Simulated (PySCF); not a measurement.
# Silicon: a sound run and one with changed settings

Sound run: Si [Ne] 3s2 3p2, Si⁺ [Ne] 3s2 3p1. Calculation: PySCF 2.14, in aug-cc-pVDZ-DK; the spin-free X2C one-electron Hamiltonian (Gaussian nucleus). In the sound run the correlated levels freeze [Ne]. The sound run starts from symmetry-adapted Hartree-Fock orbitals and uses a fine grid where one is needed.

Changed run: the non-relativistic Hamiltonian (point nucleus). This setting is unsound on purpose.

```
species   method  sound run (hartree)  changed run (hartree)  converged
     Si      UHF           -289.45293             -288.72867        yes
     Si     BP86           -290.00429             -289.28057        yes
     Si     PBE0           -289.85572             -289.13182        yes
     Si      MP2           -289.49943             -288.77518        yes
     Si  CCSD(T)           -289.52019             -288.79600        yes
    Si⁺      UHF           -289.17216             -288.44746        yes
    Si⁺     BP86           -289.70064             -288.97643        yes
    Si⁺     PBE0           -289.55366             -288.82928        yes
    Si⁺      MP2           -289.20721             -288.48253        yes
    Si⁺  CCSD(T)           -289.22628             -288.50169        yes
```

Ionisation energy of Si:

```csv
method,sound run (eV),changed run (eV)
UHF,7.640,7.652
BP86,8.263,8.276
PBE0,8.220,8.233
MP2,7.952,7.963
SCS-MP2,7.873,7.884
CCSD,7.981,7.992
CCSD(T),7.998,8.009
```

Most of the change in total energy is the relativistic energy itself. On top of that the contraction fixes the core shape for the Hamiltonian it was made with, so the changed run is not a good calculation with the other Hamiltonian either.

For comparison, NIST gives 8.152 eV between the lowest levels.
